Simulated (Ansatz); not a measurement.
```yaml
crystal:
  periodic: [false, false, false]
  atoms:
    - {symbol: B, position_ang: [-0.712305, -0.145211, 0.005445]}
    - {symbol: B, position_ang: [0.785375, 0.160107, -0.006004]}
    - {symbol: H, position_ang: [-1.547575, 0.687617, 0.008895]}
    - {symbol: H, position_ang: [-1.154884, -1.238544, 0.011765]}
    - {symbol: H, position_ang: [1.918725, 0.391154, -0.014668]}
basis:
  gaussian: {orbitals: def2-TZVP}
magnetization: {spin_polarized: true, initial_magnetization: 1}
hamiltonian: {xc: pbe0}
relax: {f_tol: 0.004, max_steps: 80}
```

```sh
$ ansatz run in.yaml --threads 1 --pin off --events-out ev --progress --plain --max-ram 2176MiB
```

Steps of the relaxation (energy above the last step; positions in Å, forces in eV/Å):

```
5
step 1, 45.0 meV
B    -0.712   -0.145    0.005   -0.648   -0.132    0.005
B     0.785    0.160   -0.006    0.188    0.038   -0.001
H    -1.548    0.688    0.009   -0.211    0.514    0.000
H    -1.155   -1.239    0.012    0.007   -0.555    0.002
H     1.919    0.391   -0.015    0.664    0.135   -0.005
```

```
5
step 2, 6.1 meV
B    -0.731   -0.149    0.006   -0.343   -0.070    0.003
B     0.787    0.160   -0.006    0.128    0.026   -0.001
H    -1.554    0.716    0.009   -0.016    0.160    0.000
H    -1.150   -1.268    0.012    0.047   -0.153    0.000
H     1.938    0.395   -0.015    0.184    0.038   -0.001
```

```
5
step 3, 0.0 meV
B    -0.745   -0.152    0.006   -0.020   -0.004    0.000
B     0.785    0.160   -0.006    0.004    0.001    0.000
H    -1.553    0.736    0.009    0.011   -0.011    0.000
H    -1.141   -1.285    0.012    0.006    0.014    0.000
H     1.943    0.396   -0.015   -0.001    0.000    0.000
```

```
5
step 4, 0.0 meV
B    -0.746   -0.152    0.006    0.000    0.000    0.000
B     0.785    0.160   -0.006   -0.001    0.000    0.000
H    -1.552    0.735    0.009    0.001    0.000    0.000
H    -1.141   -1.284    0.012    0.001    0.000    0.000
H     1.943    0.396   -0.015   -0.001    0.000    0.000
```

Close pairs at the end: B2–H5 1.182 Å, B1–H3 1.199 Å, B1–H4 1.199 Å, B1–B2 1.562 Å.

A stationary point of unrestricted PBE0 after 4 steps, with ⟨S²⟩ = 0.754 against 0.75 for a pure state; no frequencies were run, so it isn't proven a minimum. 11 s on 1 thread of AMD EPYC 7R43, shared host.
